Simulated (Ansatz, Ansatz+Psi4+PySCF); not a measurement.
```xyz
2

B     0.0000    0.0000   -0.5905
O     0.0000    0.0000    0.5905
```

Basis set: cc-pVTZ (spherical functions). Frozen core: 2 orbitals. Correlation on ROHF uses semicanonical orbitals with singles. Charge 0, multiplicity 2.

Computed with Ansatz (development build ahead of 0.2.0); the reference of a correlated method needn't be the lowest determinant of its kind.

(1) Give the atomization energy at this shape (free ground-state atoms in the same class of orbitals less the molecule, no zero-point energy) of doublet BO by ROHF-CCSD(T), UHF-BCCD(T).

## Answers

(1)

| method | atomization energy |
| --- | --- |
| ROHF-CCSD(T) | 8.07 eV |
| UHF-BCCD(T) | 8.07 eV |

Caution: the reference determinant was not shown to be the lowest.
